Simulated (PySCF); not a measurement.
## Ionising SiO

RHF-CCSD; Si def2-TZVPPD, O def2-TZVPPD; no relativity (PySCF 2.14). Neutral (RHF): singlet (closed shell), Re = 1.511 Å, ωe = 1275 cm⁻¹, De = 7.63 eV.

SiO⁺ (UHF): doublet (σ ↑), Re = 1.527 Å, ωe = 1146 cm⁻¹, De = 4.26 eV to Si⁺ + O. The energies at the minima are -364.18095 hartree for SiO and -363.76027 for SiO⁺.

(1) Work out the adiabatic ionisation energy, without and with harmonic zero-point energies (1 hartree = 27.2114 eV, 1 eV = 8065.5 cm⁻¹), and the change of the bond length.

Correlated steps freeze 6 core orbitals. For an ion De counts to the pair picked by the measured ionisation energies or electron affinities, which need not be the lowest pair at this level. Where the molecule has an RHF reference, its open-shell atoms are computed with UHF. The CCSD T1 diagnostic is raised in SiO, SiO⁺, a sign that a single reference may not be enough there. States were picked by a PBE0 search and need not be the measured ground states.

Neutral and ion stand on different kinds of reference determinant, which adds to the error of the difference.

Results:

(1) At CCSD: 0.42068 hartree = 11.447 eV between the minima; the zero-point term (1146.0 − 1275.0)/2 cm⁻¹ = -0.008 eV makes it 11.439 eV. Re changes by +1.6 pm against the neutral. The electron leaves a σ orbital, and the longer bond of the ion fits a bonding orbital, or a change in how ionic the bond is.
